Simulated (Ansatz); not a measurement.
`FCF` → `[CH]F` + H–F  (formal loss of a carbene)

Computed with Ansatz on PBE0-D4/def2-TZVP structures; ΔE is electronic, products minus reactants. CCSD(T)/CBS is extrapolated from def2-TZVPP and def2-QZVPP, frozen cores. DFT in def2-TZVPP. HSE06 is defined as in plane-wave codes.

| level | ΔE (eV) | difference from CCSD(T)/CBS |
| --- | --- | --- |
| r2SCAN | 3.92 | 0.32 |
| HSE06 | 3.89 | 0.29 |
| LC-ωPBE | 3.90 | 0.30 |
| RPA@PBE/def2-TZVPP | 3.35 | -0.25 |
| MP2/def2-SVP | 3.97 | 0.37 |
| CCSD/def2-SVP | 3.76 | 0.16 |
| CCSD(T)/def2-SVP | 3.75 | 0.15 |
| CCSD/def2-QZVPP | 3.58 | -0.02 |
| CCSD(T)/def2-QZVPP | 3.58 | -0.02 |
| CCSD/CBS(def2) | 3.59 | -0.01 |
| CCSD(T)/CBS | 3.60 | 0 |

Largest T1 diagnostic among the species: 0.018.

Leaving LDA and LC-ωPBE aside and taking each functional with its dispersion term where it has one, the values, not all of them listed here, spread over 0.38 eV, from BLYP-D4 to r2SCAN0-D4. LDA lies +0.54 eV from PBE without D4. From BLYP to BHLYP (50 % exact exchange), in def2-TZVPP and without D4, ΔE moves by +0.21 eV. At CCSD(T), def2-SVP lies +0.16 eV from the extrapolated value and def2-TZVPP −0.03 eV.
